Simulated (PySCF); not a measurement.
# H5OS: the cost of one run

Computed with PySCF 2.14.0; each step states its level. No surroundings beyond the atoms listed, unless a continuum is named. Atoms count from 0, parts from 1.

## 1. Starting point

7 atoms, charge 1, multiplicity 1; geometry: GFN2-xTB. Parts: 1 = atoms 0–3, `[OH3+]`, charge 1; 2 = atoms 4–6, `S`, charge 0. In the given geometry H2 has moved to S4 of another part (1.48 Å), so values for the parts refer to these atom groups.

## 2. Relaxing the molecule at PBE0-D3(BJ)/def2-TZVPD

The job: settings as JSON, then the geometry in Å.

```
{"job": {"xc": "PBE0", "basis": "def2-TZVPD", "d3": "d3bj", "grid": 3, "kind": "geom", "shake": 0.01}, "charge": 1, "multiplicity": 1, "parts": [{"atoms": "0-3", "charge": 1, "multiplicity": 1}, {"atoms": "4-6", "charge": 0, "multiplicity": 1}]}
O     -0.008031    -0.255785    -0.133723
H     -0.218572     0.713789    -0.162661
H     -1.139868    -1.077092     0.224926
H      0.830374    -0.360109     0.344022
S     -2.257014    -2.003208     0.515572
H     -2.894923    -1.720168    -0.627783
H     -1.621269    -3.074510     0.017600
```

On the command line:

```
$ OMP_NUM_THREADS=1 python cluster_run.py task.json out
```

The driver reads the jobs from task.json and runs them one after another.

**Question.** How long does this first job take on 1 thread of Arm Neoverse V1, shared host, and how much memory does it need?

About 65 s, with a peak of 0.56 GiB.
